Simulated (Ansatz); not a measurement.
# C₃H₅NO: up Jacob's ladder to CCSD(T)

Aim: compute C₃H₅NO with functionals from several rungs and with coupled cluster. The yardstick is the atomisation energy at the CCSD(T) limit.

Method: functionals in def2-TZVPP, the program's frozen cores in correlated methods; program: Ansatz 0.2.0, Gaussian basis.

Plan: LDA (SPW92), PBE-D4, revPBE-D4, BLYP-D4, r2SCAN-D4, B97M-V, PBE0-D4, B3LYP-D4, r2SCANh-D4, r2SCAN0-D4, HSE06-D4, BHLYP-D4, CAM-B3LYP-D4, LC-ωPBE, ωB97X-V, ωB97M-V, B2PLYP, PBE-QIDH; CCSD(T)/def2-SVP; CCSD(T)/def2-TZVPP; MP2/def2-QZVPP; extrapolation to the limit; RPA on PBE.

## (1) The relaxed structure

All runs share one geometry, relaxed beforehand with PBE0-D4 in a triple-zeta def2 set.

SMILES `N=C1CCO1`, 10 atoms, charge 0, spin multiplicity 1.

Atoms are counted from 1 here; the program's logs count them from 0.

Bond lengths: N1–C2 1.247 Å, N1–H6 1.019 Å, C2–C3 1.505 Å, C2–O5 1.374 Å, C3–C4 1.529 Å, C3–H7 1.089 Å, C3–H8 1.089 Å, C4–O5 1.452 Å, C4–H9 1.091 Å, C4–H10 1.091 Å. Angles: C2–N1–H6 111.7°, N1–C2–C3 135.1°, N1–C2–O5 130.5°, C3–C2–O5 94.4°, C2–C3–C4 83.7°, C2–C3–H7 114.4°, C2–C3–H8 114.3°, C4–C3–H7 116.3°, C4–C3–H8 116.3°, H7–C3–H8 109.8°, C3–C4–O5 90.3°, C3–C4–H9 116.3°, C3–C4–H10 116.3°, O5–C4–H9 110.8°, O5–C4–H10 110.8°, H9–C4–H10 110.5°, C2–O5–C4 91.5°.

As a file:

```tsv
atom	x (Å)	y (Å)	z (Å)
N1	-1.9326	0.1334	-0.8064
C2	-0.7790	0.1574	-0.3326
C3	0.2061	-0.8838	0.1259
C4	1.0898	0.3267	0.4298
O5	0.0465	1.2175	-0.0466
H6	-2.2802	1.0716	-0.9973
H7	-0.1239	-1.4679	0.9837
H8	0.5550	-1.5497	-0.6620
H9	1.9927	0.4298	-0.1730
H10	1.3087	0.5138	1.4816
```

## (2) LDA

This LDA is Slater exchange with PW92 correlation.

in.yaml reads:

```yaml
crystal:
  periodic: [false, false, false]
  atoms:
    - {symbol: N, position_ang: [-1.932581, 0.133353, -0.806364]}
    - {symbol: C, position_ang: [-0.779024, 0.157431, -0.332602]}
    - {symbol: C, position_ang: [0.206138, -0.883786, 0.125935]}
    - {symbol: C, position_ang: [1.089762, 0.326746, 0.429768]}
    - {symbol: O, position_ang: [0.046520, 1.217549, -0.046635]}
    - {symbol: H, position_ang: [-2.280175, 1.071584, -0.997346]}
    - {symbol: H, position_ang: [-0.123897, -1.467881, 0.983722]}
    - {symbol: H, position_ang: [0.555006, -1.549677, -0.662002]}
    - {symbol: H, position_ang: [1.992690, 0.429830, -0.172974]}
    - {symbol: H, position_ang: [1.308662, 0.513750, 1.481597]}
basis:
  gaussian: {orbitals: def2-TZVPP}
hamiltonian: {xc: lda}
output: {orbitals: {seedname: orbitals}}
```

Command:

```
> ansatz run in.yaml --threads 2 --pin off --events-out ev --progress --plain --max-ram 4352MiB
```

Further steps of the session: PBE-D4 (GGA); revPBE-D4 (GGA); BLYP-D4 (GGA); r2SCAN-D4 (meta-GGA); B97M-V (meta-GGA); PBE0-D4 (hybrid); B3LYP-D4 (hybrid); r2SCANh-D4 (hybrid); r2SCAN0-D4 (hybrid); HSE06-D4 (hybrid); BHLYP-D4 (hybrid); CAM-B3LYP-D4 (range-separated); LC-ωPBE (range-separated); ωB97X-V (range-separated); ωB97M-V (range-separated); B2PLYP (double hybrid); PBE-QIDH (double hybrid); CCSD(T) in def2-SVP; CCSD(T) in def2-TZVPP; MP2 in def2-QZVPP; RPA on PBE orbitals.

**Question.** What will the summary of the whole plan be? Wanted: atomisation energy, CCSD(T)/CBS; farthest beyond LDA; mean size of error, GGA; mean size of error, meta-GGA; mean size of error, hybrid; mean size of error, range-separated; mean size of error, double hybrid; gap, smallest and largest; T1 diagnostic.

**Answer**, as computed:

| quantity | value |
| --- | --- |
| atomisation energy, CCSD(T)/CBS | 992.4 kcal/mol |
| functionals within 5.0 kcal/mol (0.5 %) | B97M-V, B3LYP-D4, r2SCANh-D4, PBE-QIDH |
| farthest beyond LDA | PBE-D4 (+43.6 kcal/mol) |
| mean size of error, GGA | 22.7 kcal/mol |
| mean size of error, meta-GGA | 5.5 kcal/mol |
| mean size of error, hybrid | 15.1 kcal/mol |
| mean size of error, range-separated | 8.1 kcal/mol |
| mean size of error, double hybrid | 3.5 kcal/mol |
| gap, smallest and largest | 5.85 eV (LDA (SPW92)), 13.50 eV (LC-ωPBE) |
| T1 diagnostic | 0.0138 |
| triples share of the correlation energy | 4.3 % |

LDA overbinds by 177.1 kcal/mol (18 %). PBE-D4 misses by +43.6 kcal/mol. Double hybrids carry the basis error of their MP2 part in triple zeta, and no dispersion term here, so their miss is partly the set-up's. Taken by rung, double hybrid functionals do best (3.5 kcal/mol on average) and GGA ones worst beyond LDA (22.7 kcal/mol). The gap between the best rungs is small, so their order is not settled. The reference freezes the cores and leaves out relativity and excitations past (T), so misses under about 5.0 kcal/mol can't be ranked. Hartree-Fock recovers 69 % of the binding; the rest is correlation. CCSD(T) in def2-SVP is off by -49.3 kcal/mol, so the small basis spoils what the method gains. The gap grows from 5.9 to 13.5 eV across the functionals, mostly with the share of exact exchange.
